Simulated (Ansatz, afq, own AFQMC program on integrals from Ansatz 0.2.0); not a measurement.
**CH$_{4}$Si, singlet: a scan with AFQMC**

```yaml
atoms:
  - { symbol: Si, position_ang: [0.0000, 0.0000, 0.5299] }
  - { symbol: C, position_ang: [0.0000, 0.0000, -1.1689] }
  - { symbol: H, position_ang: [0.0000, 1.2445, 1.3276] }
  - { symbol: H, position_ang: [0.0000, -1.2445, 1.3276] }
  - { symbol: H, position_ang: [0.0000, 0.9175, -1.7458] }
  - { symbol: H, position_ang: [0.0000, -0.9175, -1.7458] }
```

The Si1–C2 distance is changed with both sides rigid. Energies in kcal/mol count from this geometry (1.699 Å) at the same level; the start stands on RHF, each point on the determinant named.

Basis 6-31G. Noble-gas cores (and the filled d shells of Ga–Kr and In–Xe) are frozen. AFQMC by an in-house program on the Cholesky factors that Ansatz 0.2.0 writes for its CCSD(T) run. ph-AFQMC/CISD is guided by a CISD state made of CCSD amplitudes; releasing the constraint for a short imaginary time cuts its bias at the price of noise, slowly where states lie close. ± is one standard error of the sampling.

Cautions, each for one point or more: (Q) is large, so the cluster series hasn't closed; (T) is large; CCSDT(Q) on the RHF determinant differs, perhaps since the unrestricted series falls towards higher spin; CCSDT(Q) on the UHF determinant differs, perhaps since the unrestricted series falls towards higher spin; cluster runs in doubt by the program's own checks; higher spins were not checked; released walk and highest rung disagree; restricted determinant unstable towards unrestricted; strong correlation; the ph-AFQMC/CISD walk drifts between its halves; the search met a lower determinant of the same kind, perhaps of another symmetry, and this one is a saddle point; unrestricted determinant spin contaminated; walk and cluster series may follow different spin states.

```json
{"r(Si1–C2) / Å": "1.504", "det.": "RHF", "T1": "0.011", "weight": "0.90", "⟨S²⟩": "pure", "CCSD(T)": "32.4", "ph-AFQMC/CISD": "32.4 ± 0.3", "released AFQMC": "32.0 ± 0.2*", "CCSDT(Q)": "32.5", "B3LYP": "27.4", "wB97M-V": "26.2"}
{"r(Si1–C2) / Å": "1.845", "det.": "RHF", "T1": "0.013", "weight": "0.86", "⟨S²⟩": "pure", "CCSD(T)": "0.3", "ph-AFQMC/CISD": "0.3 ± 0.4", "released AFQMC": "-0.3 ± 0.2*", "CCSDT(Q)": "0.2", "B3LYP": "3.7", "wB97M-V": "5.0"}
{"r(Si1–C2) / Å": "2.358", "det.": "RHF‡", "T1": "0.021", "weight": "0.76", "⟨S²⟩": "pure", "CCSD(T)": "47.6", "ph-AFQMC/CISD": "48.9 ± 0.7", "released AFQMC": "47.3 ± 0.7*", "CCSDT(Q)": "47.4", "B3LYP": "58.4§", "wB97M-V": "64.7§"}
{"r(Si1–C2) / Å": "3.198", "det.": "RHF¶", "T1": "0.034", "weight": "0.48", "⟨S²⟩": "pure", "CCSD(T)": "87.2", "ph-AFQMC/CISD": "113.2 ± 1.1", "released AFQMC": "–", "CCSDT(Q)": "103.4", "B3LYP": "116.1§", "wB97M-V": "124.2§"}
{"r(Si1–C2) / Å": "4.519", "det.": "UHF¶", "T1": "0.007", "weight": "0.93", "⟨S²⟩": "2.02", "CCSD(T)": "112.6", "ph-AFQMC/CISD": "112.7 ± 0.3", "released AFQMC": "112.1 ± 0.2*", "CCSDT(Q)": "112.8", "B3LYP": "126.2§", "wB97M-V": "134.8§"}
```

Weight is that of the determinant in the CISD state; at the start T1 is 0.012 and the weight 0.88. ¶ marks points with a poor determinant and no full CI, where no value is sure; they don't count among the departures. An asterisk marks released energies that aren't shown to be converged. A double dagger marks points where the walks on two determinants ended up to 1.5 kcal/mol apart; the lower is shown. A dash marks a missing value, a released energy that hasn't settled or a functional that sits on another state. § marks a functional whose ⟨S²⟩ is too high by over 0.1. Largest departures from phaseless AFQMC with a CISD trial: CCSD(T) -1.4 kcal/mol at 2.358 (on RHF) (within the noise), CCSDT(Q) -1.5 kcal/mol at 2.358 (on RHF), B3LYP -5.0 kcal/mol at 1.504, wB97M-V -6.2 kcal/mol at 1.504. The walk's constraint bias lies outside its error bars, so these are departures and not errors. Functionals count only at points shown to share the start's state and spin. In this small basis the wave-function levels are far from their limit, so their gap to the functionals isn't the functionals' error.

Some points may be missing: those where a free walk finds a much lower state, and past Zn most of those on another determinant than at the start.

CCSDT and higher add their correlation energy to the determinant of the CCSD(T) run, since their own runs factorise the integrals more tightly (a shift of under 2 meV). A walk keeps the symmetry of its determinant, which the program's search chose and which needn't be the lowest solution, so a lower state of the same spin and another symmetry isn't excluded.
